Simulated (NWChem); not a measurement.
## A calculation on CS

```xyz
2

C      0.0000     0.0000     1.1192
S      0.0000     0.0000    -0.4197
```
Charge 0, spin multiplicity 1.

Everything below was run with NWChem. All single points use one geometry, from B3LYP/def2-SVP, a minimum by its harmonic frequencies.

Symmetry labels belong to the abelian group C2v used in the runs, with the axes of the coordinates shown; states degenerate in a higher group split over its labels.

B3LYP has NWChem's definition, with VWN1-RPA local correlation. The structure started from a generated list of species.

**Question.** List the lowest 3 singlet excitations that TD-B3LYP/aug-cc-pVDZ, VWN1-RPA local correlation gives, with oscillator strengths.

**Answer.** 
| state | symmetry | energy (eV) | wavelength (nm) | f |
|---|---|---|---|---|
| 1 | b2 | 4.86 | 255 | 0.006 |
| 2 | b1 | 4.86 | 255 | 0.006 |
| 3 | a2 | 5.41 | 229 | 0.000 |
